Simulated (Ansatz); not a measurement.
**AlPN (quartet): the correlation ladder, cc-pVDZ**

An exercise on one series of results from a longer session: the logs are not shown, and one member is left open.

Program: Ansatz 0.2.0, Gaussian basis. Level of theory: cc-pVDZ, core rule «outside noble gas», up to 11 orbitals frozen. These are calculated values, not measurements.

The runs, in order: UHF; CCSD(T) on ROHF; CCSD(T) on UHF; BCCD(T) on ROHF; CISD as a restricted active space (open shells left free, so some higher excitations enter); CCSDT(Q) on ROHF; CCSDT(Q) on UHF.

41 further runs of the same task are left out: 16 for a known fault of the program, 14 that didn't finish, 11 set aside as unsound or not needed. Runs told in other sessions of the task aren't counted.

## The system

The geometry is a PBE0/def2-TZVP stationary point (not a proven minimum).

3 atoms, charge 0, spin multiplicity 4.

Atoms are counted from 1 here; the program's logs count them from 0.

Bond lengths: N1–Al2 1.817 Å, Al2–P3 2.195 Å. Angles: N1–Al2–P3 180.0°.

Set-up of the first run:

in.yaml reads:

```yaml
crystal:
  periodic: [false, false, false]
  atoms:
    - {symbol: N, position_ang: [0.000000, 0.000000, -1.943000]}
    - {symbol: Al, position_ang: [0.000000, 0.000000, -0.126200]}
    - {symbol: P, position_ang: [0.000000, 0.000000, 2.069200]}
basis:
  gaussian: {orbitals: cc-pVDZ}
magnetization: {spin_polarized: true, initial_magnetization: 3}
hamiltonian: {xc: hf}
output: {orbitals: {seedname: orbitals}}
```

Started as:

```bash
$ ansatz run in.yaml --threads 1 --pin off --events-out ev --progress --plain --max-ram 2393MiB
```

Steps of the session up to this table: UHF; CCSD(T) on ROHF; CCSD(T) on UHF; BCCD(T) on ROHF; CISD as a restricted active space (open shells left free, so some higher excitations enter); CCSDT(Q) on ROHF; CCSDT(Q) on UHF.

One table of the session follows, with a row left open; its other results are not shown here.

| method | from RCCSDT(Q) (meV) |
| --- | --- |
| UHF | +8018.2 |
| RMP2 | +1301.6 |
| UMP2 | +1747.8 |
| CISD | +1401.3 |
| RCCSD | +569.7 |
| UCCSD | +466.1 |
| RCCSD(T) | +111.2 |
| UCCSD(T) | +135.4 |
| BCCD(T) | +131.8 |
| RCCSDT | ? |
| UCCSDT | +40.8 |
| RCCSDT(Q) | 0 |
| UCCSDT(Q) | -9.3 |

Q: Estimate the row for RCCSDT from the others.

The run gave: from RCCSDT(Q) (meV): +63.0. In the column «from RCCSDT(Q) (meV)» it lies between UCCSDT (+40.8) and RCCSD(T) (+111.2).

Left out of the table: ROHF (another determinant or state than the rows shown).

To keep in mind: The report flags that the cluster equations may have other roots. The program flags RCCSD(T), BCCD(T), RCCSDT(Q) as in doubt, so the zero of the table is itself unsure. Warnings: spin contamination; coupled cluster took another determinant than the lowest; large T1 diagnostic. Restricted and unrestricted rows rest on different reference determinants; a gap between their highest levels can come from leftover correlation error, from unlike frozen cores or from another state.
